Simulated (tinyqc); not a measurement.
Worked calculation (part 2 of 2): RKS/PBE in the sto-3g basis, for H2O, spin multiplicity 1. Computed by tinyqc, a small Python program that keeps every step (integrals from PySCF). Command: `OMP_NUM_THREADS=1 python tinyqc.py 30153 30154 out.jsonl` (the two numbers bound the seeds that draw the settings). One thread of a shared host (Intel(R) Xeon(R) Processor @ 2.60GHz), about 0.6 s of CPU time with the checks.

Geometry (angstrom):

| atom | x | y | z |
|---|---|---|---|
| O | 0.000000 | 0.000000 | 0.000000 |
| H | 0.000000 | 0.942000 | 0.762000 |
| H | 0.000000 | -0.942000 | 0.762000 |

## Iteration 2: diagonalisation and new density

extrapolated F (hartree), lower triangle:
```
             1O 1s      1O 2s     1O 2px     1O 2py     1O 2pz      2H 1s      3H 1s
1O 1s   -18.136937
1O 2s    -4.689558  -1.726024
1O 2px    0.002370   0.010022   0.113408
1O 2py   -0.003451  -0.024177  -0.000642   0.030124
1O 2pz   -0.016723  -0.119762   0.003460   0.001916   0.054225
2H 1s    -0.592377  -0.453582   0.002209  -0.174251  -0.162010  -0.302785
3H 1s    -0.592177  -0.441205   0.002379   0.153461  -0.154415  -0.134254  -0.234063
```

X:
```
                1          2          3         4          5          6         7
1O 1s   -0.385626   0.000000   0.707686  0.000000   0.612090   0.000000  0.202561
1O 2s    0.962582   0.000000  -0.290599  0.000000   0.316042   0.000000  0.460775
1O 2px   0.000000   0.000000   0.000000  1.000000   0.000000   0.000000  0.000000
1O 2py   0.000000   0.814034   0.000000  0.000000   0.000000   0.693248  0.000000
1O 2pz   0.450017   0.000000   0.677077  0.000000  -0.609026   0.000000  0.223480
2H 1s   -0.599444  -0.715660  -0.206801  0.000000  -0.171738   0.394271  0.388686
3H 1s   -0.599444   0.715660  -0.206801  0.000000  -0.171738  -0.394271  0.388686
```

Diagonalise F' = X^T F X, C = X C', fill 5 alpha and 5 beta electrons from the bottom; D = 2 C_occ C_occ^T. Each column has its largest component positive (the first on a tie).

F' = X^T F X (hartree), lower triangle:
```
           1          2          3          4          5          6          7
1  -0.535553
2  -0.025579   0.264357
3   2.153845  -0.000676  -6.950943
4   0.007540  -0.000401   0.000159   0.113408
5   2.093851  -0.014853  -7.705364   0.001723  -8.446933
6   0.004254   0.150124   0.011996  -0.000511  -0.000209  -0.206381
7   0.933284   0.008574  -3.742060   0.007655  -4.244275  -0.026978  -2.693178
```

orbital energies (hartree): MO1 -18.147184, MO2 -0.629266, MO3 -0.250074, MO4 -0.083164, MO5 0.113406, MO6 0.230056, MO7 0.311003

coefficients C:
```
              MO1        MO2        MO3        MO4        MO5        MO6        MO7
1O 1s    0.993579  -0.219704   0.029767  -0.157412  -0.002767  -0.060886   0.019093
1O 2s    0.027138   0.787865  -0.126161   0.739090   0.007884   0.360377  -0.098164
1O 2px  -0.000143  -0.012072   0.003817  -0.015864   0.999102   0.036568  -0.006783
1O 2py   0.000244   0.036492   0.429957   0.096258   0.001899   0.135857   0.964014
1O 2pz   0.002851   0.160402  -0.004906  -0.435952  -0.039448   0.925317  -0.090680
2H 1s   -0.004996   0.266914   0.621182  -0.499211   0.010191  -0.560619  -0.479109
3H 1s   -0.004882   0.197231  -0.535303  -0.522555   0.017245  -0.452950   0.668050
```

D after iteration 2, lower triangle:
```
            1O 1s      1O 2s     1O 2px     1O 2py    1O 2pz      2H 1s     3H 1s
1O 1s    2.122282
1O 2s   -0.532505   2.367401
1O 2px   0.004712  -0.027688   1.997233
1O 2py  -0.020268   0.091343   0.003142   0.390928
1O 2pz   0.072357  -0.390895  -0.068905  -0.076588  0.434742
2H 1s    0.066876  -0.474187   0.034502   0.457574  0.513962   1.412900
3H 1s    0.036182  -0.326571   0.042190  -0.546457  0.522754  -0.037624  1.197669
```

## Iteration 9 (converged): orbitals

converged F (hartree), lower triangle:
```
             1O 1s      1O 2s     1O 2px     1O 2py     1O 2pz      2H 1s      3H 1s
1O 1s   -18.474410
1O 2s    -4.763190  -1.906719
1O 2px    0.000000   0.000000  -0.066266
1O 2py    0.000000   0.000000   0.000000  -0.149844
1O 2pz   -0.015142  -0.095516   0.000000   0.000000  -0.127964
2H 1s    -0.601406  -0.477915   0.000000  -0.178478  -0.163863  -0.252243
3H 1s    -0.601406  -0.477915   0.000000   0.178478  -0.163863  -0.137961  -0.252244
```

As before.

F' = X^T F X (hartree), lower triangle:
```
           1         2          3          4          5          6          7
1  -0.637873
2   0.000000  0.199546
3   2.211825  0.000000  -7.194240
4   0.000000  0.000000   0.000000  -0.066266
5   2.150564  0.000000  -7.747492   0.000000  -8.689156
6   0.000000  0.042463   0.000000   0.000000   0.000000  -0.302675
7   0.862856  0.000000  -3.803032   0.000000  -4.323117   0.000000  -2.786031
```

orbital energies (hartree): MO1 -18.484238, MO2 -0.761450, MO3 -0.306240, MO4 -0.194916, MO5 -0.066266, MO6 0.133305, MO7 0.203111

coefficients C:
```
              MO1        MO2        MO3        MO4       MO5        MO6        MO7
1O 1s    0.993745  -0.240656   0.000000   0.109480  0.000000  -0.088214   0.000000
1O 2s    0.026456   0.893046   0.000000  -0.520210  0.000000   0.504340   0.000001
1O 2px   0.000000   0.000000   0.000000   0.000000  1.000000   0.000000   0.000000
1O 2py   0.000000   0.000000   0.622716   0.000000  0.000000  -0.000001   0.869177
1O 2pz   0.002677   0.138605   0.000000   0.694324  0.000000   0.761906   0.000001
2H 1s   -0.004785   0.144956   0.452760   0.371104  0.000000  -0.651088  -0.680168
3H 1s   -0.004785   0.144956  -0.452760   0.371104  0.000000  -0.651090   0.680166
```

D after iteration 9, lower triangle:
```
            1O 1s      1O 2s    1O 2px     1O 2py    1O 2pz      2H 1s     3H 1s
1O 1s    2.114862
1O 2s   -0.491158   2.137698
1O 2px   0.000000   0.000000  2.000000
1O 2py   0.000000   0.000000  0.000000   0.775550
1O 2pz   0.090639  -0.474686  0.000000   0.000000  1.002608
2H 1s    0.001978  -0.127452  0.000000   0.563882  0.555490   0.727489
3H 1s    0.001978  -0.127453  0.000000  -0.563882  0.555490  -0.092477  0.727490
```

## Convergence

Stop when the energy changes by less than 1e-09 hartree and every element of the error matrix X^T (F D S - S D F) X is below 9e-06.

Course of the cycle:

| iteration | E (hartree) | change | largest element of the error matrix |
|---|---|---|---|
| 1 | -70.08006163 | - | 6.65e+00 |
| 2 | -75.11234668 | -5.03e+00 | 3.38e-01 |
| 3 | -74.89986184 | 2.12e-01 | 6.00e-01 |
| 4 | -75.20058333 | -3.01e-01 | 3.71e-02 |
| 5 | -75.20210676 | -1.52e-03 | 1.00e-02 |
| 6 | -75.20229592 | -1.89e-04 | 1.15e-03 |
| 7 | -75.20229759 | -1.66e-06 | 3.84e-04 |
| 8 | -75.20229769 | -1.06e-07 | 8.41e-06 |
| 9 | -75.20229769 | -2.70e-10 | 4.51e-07 |

PySCF RKS in the same basis, fine grid = -75.20156217 hartree

Converged in 9 iterations. The coarse grid moves the energy by -7.36e-04 hartree.

## Populations, bond orders and dipole

overlap S, lower triangle:
```
           1O 1s     1O 2s    1O 2px     1O 2py    1O 2pz     2H 1s     3H 1s
1O 1s   1.000000
1O 2s   0.236704  1.000000
1O 2px  0.000000  0.000000  1.000000
1O 2py  0.000000  0.000000  0.000000   1.000000
1O 2pz  0.000000  0.000000  0.000000   0.000000  1.000000
2H 1s   0.029508  0.324598  0.000000   0.231603  0.187348  1.000000
3H 1s   0.029508  0.324598  0.000000  -0.231603  0.187348  0.143789  1.000000
```

Mulliken: Z minus the diagonal of D S on the atom; Loewdin: the same with S^(1/2) D S^(1/2); Mayer order: 2 sum_s sum (D(s) S)_ij (D(s) S)_ji over the two atoms.

Charges (e):

| atom | Mulliken | Loewdin |
|---|---|---|
| 1O | -0.184907 | -0.136767 |
| 2H | 0.092454 | 0.068384 |
| 3H | 0.092453 | 0.068383 |

Mayer bond orders:

| pair | order |
|---|---|
| 2-1 | 0.988349 |
| 3-1 | 0.988349 |
| 3-2 | 0.003104 |

dipole moment about the origin, x y z (debye): 0.000000  0.000004  1.224986
